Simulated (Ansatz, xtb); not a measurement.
Relative energy of two isomers of C4H6O

Structure X: `C=C/C=C\O`, a singlet. Structure Y: `C=C/C=C/O`, a singlet. Both are isolated molecules in the gas phase, relaxed with PBE0-D3(BJ)/def2-SVP; the shapes shown needn't be the lowest conformers.

X (Å):

```json
{"atom": "C", "x (Å)": "-1.5113", "y (Å)": "-2.1697", "z (Å)": "0.8518"}
{"atom": "C", "x (Å)": "-0.7582", "y (Å)": "-1.1534", "z (Å)": "0.4026"}
{"atom": "C", "x (Å)": "-1.0784", "y (Å)": "0.2523", "z (Å)": "0.5434"}
{"atom": "C", "x (Å)": "-0.3251", "y (Å)": "1.2755", "z (Å)": "0.0907"}
{"atom": "O", "x (Å)": "0.8425", "y (Å)": "1.2041", "z (Å)": "-0.5649"}
{"atom": "H", "x (Å)": "-2.4548", "y (Å)": "-1.9870", "z (Å)": "1.3751"}
{"atom": "H", "x (Å)": "-1.2092", "y (Å)": "-3.2095", "z (Å)": "0.7111"}
{"atom": "H", "x (Å)": "0.1769", "y (Å)": "-1.4150", "z (Å)": "-0.1129"}
{"atom": "H", "x (Å)": "-2.0060", "y (Å)": "0.5149", "z (Å)": "1.0581"}
{"atom": "H", "x (Å)": "-0.6340", "y (Å)": "2.3144", "z (Å)": "0.2361"}
{"atom": "H", "x (Å)": "1.0940", "y (Å)": "0.2803", "z (Å)": "-0.6828"}
```

Y (Å):

```yaml
atoms:
  - { symbol: C, position_ang: [3.0498, 1.6896, 0.3631] }
  - { symbol: C, position_ang: [2.0106, 0.9178, 0.0105] }
  - { symbol: C, position_ang: [0.9093, 1.3293, -0.8350] }
  - { symbol: C, position_ang: [-0.1109, 0.5131, -1.1585] }
  - { symbol: O, position_ang: [-1.1651, 0.8112, -1.9310] }
  - { symbol: H, position_ang: [3.8469, 1.3108, 1.0061] }
  - { symbol: H, position_ang: [3.1346, 2.7249, 0.0187] }
  - { symbol: H, position_ang: [1.9717, -0.1139, 0.3823] }
  - { symbol: H, position_ang: [0.9187, 2.3561, -1.2234] }
  - { symbol: H, position_ang: [-0.1601, -0.5180, -0.7932] }
  - { symbol: H, position_ang: [-1.0900, 1.7243, -2.2348] }
```

Energies in hartree; the thermal terms are from PBE0-D3(BJ)/def2-SVP harmonic frequencies (ideal gas, rigid rotor, one conformer each, 298.15 K, 1 atm) and include the zero-point energy:

|  | X | Y |
| --- | --- | --- |
| E, CCSD(T)/def2-SVP | −230.396428 | −230.397352 |
| E, MP2/def2-SVP | −230.324833 | −230.325874 |
| E, MP2/def2-TZVPP | −230.757445 | −230.758065 |
| zero-point energy | 0.090998 | 0.090926 |
| H(298 K) − E | 0.097526 | 0.097441 |
| G(298 K) − E | 0.062510 | 0.062714 |

**Question.** Correct the CCSD(T) difference for the basis set by the MP2 change, then work out ΔE, ΔE₀, ΔH and ΔG for X → Y in kJ/mol (1 Eh = 2625.50 kJ/mol) and the equilibrium ratio [Y]/[X].

**Answer.** 1. Differences Y − X: CCSD(T) −0.000924, MP2 in the small set −0.001041, MP2 in the large set −0.000620 Eh.
2. ΔE = −0.000924 + (−0.000620 − (−0.001041)) = −0.000503 Eh = −1.32 kJ/mol.
3. ΔE₀ = ΔE + ΔZPE = −0.000503 + (−0.000072) Eh = −1.51 kJ/mol.
4. ΔH = ΔE + (−0.000085) Eh = −1.54 kJ/mol.
5. ΔG = ΔE + (+0.000204) Eh = −0.79 kJ/mol, so ΔS = (ΔH − ΔG)/T = −2.5 J/(mol K).
6. kT = 0.9442 mEh, so K = [Y]/[X] = exp(−ΔG/kT) = exp(+0.32) ≈ 1.4.

The two are too close for this level to say which is favoured. An error of 4 kJ/mol in ΔG would change K by a factor of 5. Mirror images and further conformers aren't counted.

As drawn, both hold the same kinds of bond in the same numbers.

Other levels gave ΔE = −4.9 (GFN2-xTB); −5.6 (HF/STO-3G, GFN2-xTB geometries); −2.0 (r2SCAN-D4/def2-SVP, GFN2-xTB geometries); −2.0 (PBE0-D3(BJ)/def2-SVP); −4.2 (HF/def2-SVP); −2.7 (MP2/def2-SVP); −2.4 (CCSD(T)/def2-SVP) kJ/mol. The correlated steps freeze 5 core orbitals. Programs: Ansatz 0.2.0, xtb 6.7.1.
